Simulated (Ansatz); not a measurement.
Geometry optimisation, UKS PBE0/def2-SVP in Ansatz.

The input (input.yaml):

```yaml
crystal:
  periodic: [false, false, false]
  atoms:
    - { symbol: B, position_ang: [0.155514, -0.031716, -0.282459] }
    - { symbol: H, position_ang: [0.214462, 0.154776, 2.099126] }
    - { symbol: H, position_ang: [1.029788, -0.04906, -1.109626] }
    - { symbol: H, position_ang: [-1.039759, -0.009502, -0.413166] }
    - { symbol: O, position_ang: [-0.395564, 0.046438, 2.864751] }
    - { symbol: H, position_ang: [-0.478841, -0.912036, 2.928474] }
magnetization:
  spin_polarized: true
  initial_magnetization: 1
basis:
  gaussian: { orbitals: def2-SVP }
hamiltonian:
  xc: pbe0
relax:
  f_tol: 0.03
  max_steps: 50
```

Run as:

```bash
$ ansatz run input.yaml --threads 1 --pin off --max-ram 2048MiB --backend cpu --events-out ev --progress --plain --runs-dir out
```

Task: Where does it end, and by what steps?

Result: The forces met the threshold. The force dipped under the threshold on the way, but the program's further checks kept it going. After 19 steps the energy has fallen by 1.038 eV; O5 moved furthest, 1.07 Å. Joined: B1–O5.

| step | energy less start (eV) | largest force component (eV/Å) | accepted |
| --- | --- | --- | --- |
| 0 | 0.0000 | 0.607 | yes |
| 1 | -0.0054 | 0.135 | yes |
| 2 | -0.0043 | 0.248 | no |
| 3 | -0.0069 | 0.029 | yes |
| 4 | -0.0072 | 0.135 | yes |
| 5 | -0.0079 | 0.199 | yes |
| 6 | -0.0191 | 0.214 | yes |
| 7 | 0.0688 | 2.116 | no |
| 8 | -0.0336 | 0.122 | yes |
| 9 | -0.0543 | 0.380 | yes |
| 10 | -0.0990 | 0.596 | yes |
| 11 | -0.1796 | 1.531 | yes |
| 12 | -0.3673 | 1.543 | yes |
| 13 | -0.6495 | 1.454 | yes |
| 14 | -0.9465 | 1.291 | yes |
| 15 | -0.9411 | 2.155 | no |
| 16 | -1.0153 | 0.350 | yes |
| 17 | -1.0336 | 0.156 | yes |
| 18 | -1.0374 | 0.096 | yes |
| 19 | -1.0382 | 0.016 | yes |

```xyz
6
Properties=species:S:1:pos:R:3
B -0.057 -0.297 0.229
H 0.749 -0.135 2.198
H 0.857 0.349 -0.232
H -1.198 -0.253 -0.170
O -0.119 0.075 1.827
H -0.745 -0.540 2.235
```

Whether the end is a true minimum wasn't checked by a vibrational analysis.

Run time: 14 s on 1 thread of AMD EPYC 9R45 96-Core Processor (Zen 5), on a shared host, peak memory 0.14 GiB.
